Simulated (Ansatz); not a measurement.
Reaction (hydrogenolysis of a C–C bond): `CC1=C(F)C1C` + H₂ → `CC1=C(F)C1` + CH₄

Computed with Ansatz on PBE0-D4/def2-TZVP structures; ΔE is electronic, products minus reactants. CCSD(T)/CBS adds triple-zeta CCSD(T) − MP2 to the extrapolated MP2 energy (def2 sets, frozen cores). This one scheme is used for every species. DFT in def2-TZVPP. B3LYP here is the variant with VWN-RPA as its local correlation; programs differ in this.

`CC1=C(F)C1C`:

```xyz
13

C    -1.628    1.144    0.329
C    -0.721    0.214   -0.352
C    -0.401   -0.771   -1.108
F    -0.794   -1.754   -1.889
C     0.780   -0.127   -0.538
C     1.587   -0.740    0.581
H    -1.482    1.104    1.412
H    -2.671    0.908    0.113
H    -1.433    2.173    0.014
H     1.365    0.545   -1.177
H     2.412   -1.343    0.190
H     0.962   -1.385    1.203
H     2.024    0.033    1.221
```

H₂:

Cartesian coordinates in Å:
```
H -0.370 0.035 0.036
H 0.370 -0.035 -0.036
```

`CC1=C(F)C1`:

```xyz
10

C     0.171    0.727   -1.303
C    -0.174    0.014   -0.070
C    -0.943   -0.551    0.783
F    -2.157   -0.905    1.137
C     0.452   -0.593    1.211
H     0.871    0.141   -1.905
H     0.659    1.679   -1.075
H    -0.718    0.929   -1.904
H     0.811    0.078    1.995
H     1.027   -1.520    1.132
```

CH₄:

Z-matrix (Å, degrees):
```
C
H 1 1.090
H 1 1.090 2 109.5
H 1 1.090 2 109.5 3 -120.0
H 1 1.090 2 109.5 3 120.0
```

Q: Is it downhill or uphill in electronic energy at CCSD(T)/CBS, and by how much? (Best estimate.)

A: Computed: Downhill: ΔE = -58.2 kJ/mol.

Q: What do these levels give: r2SCAN-D4, B3LYP-D4, PBE, r2SCAN, PBE0, HF/def2-TZVPP, MP2/def2-TZVPP, SCS-MP2/def2-TZVPP, MP2/def2-QZVPP, SCS-MP2/def2-QZVPP, HF/CBS(def2), CCSD/CBS(def2)? (Best estimate.)

A: The calculation gave: r2SCAN-D4 -59.5, B3LYP-D4 -61.5, PBE -61.8, r2SCAN -61.2, PBE0 -64.2, HF/def2-TZVPP -78.7, MP2/def2-TZVPP -54.9, SCS-MP2/def2-TZVPP -58.9, MP2/def2-QZVPP -54.2, SCS-MP2/def2-QZVPP -58.3, HF/CBS(def2) -78.6, CCSD/CBS(def2) -62.2 kJ/mol.

Largest T1 diagnostic among the species: 0.011.

In def2-TZVPP, CCSD(T) changes the Hartree–Fock value by +19.5 kJ/mol (the triples alone add +4.1 kJ/mol) and MP2 by +23.8 kJ/mol. The D4 term adds +8.4 kJ/mol with B3LYP and +4.8 kJ/mol with PBE0; it sums over pairs of atoms, weighted by their polarisabilities, and B3LYP, whose exchange is more repulsive, gets the larger term.
